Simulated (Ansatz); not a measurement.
Results of PBEsol-D3(BJ) in Ansatz (plane waves, PAW) for rock-salt BaS.

Run with plane-wave cutoff 520 eV, 10×10×10 k mesh, Fermi–Dirac smearing 0.01 eV, scalar-relativistic PAW data made under PBE.

Properties against volume:

| V (Å³/atom) | P (GPa) | direct gap at Γ (eV) | smallest gap on the k mesh (eV) |
|---|---|---|---|
| 28.790 | 3.62 | 3.877 | 1.842 |
| 29.402 | 2.28 | 3.883 | 1.889 |
| 30.015 | 1.08 | 3.887 | 1.933 |
| 30.628 | 0.01 | 3.817 | 1.973 |
| 31.240 | -0.96 | 3.713 | 2.010 |
| 31.853 | -1.82 | 3.612 | 2.044 |
| 32.465 | -2.59 | 3.516 | 2.076 |

The fundamental gap (1.97 eV at the equilibrium volume, with added k points) lies elsewhere than Γ–Γ.

Spin–orbit coupling is not included.

Ansatz is a program for electronic structure.
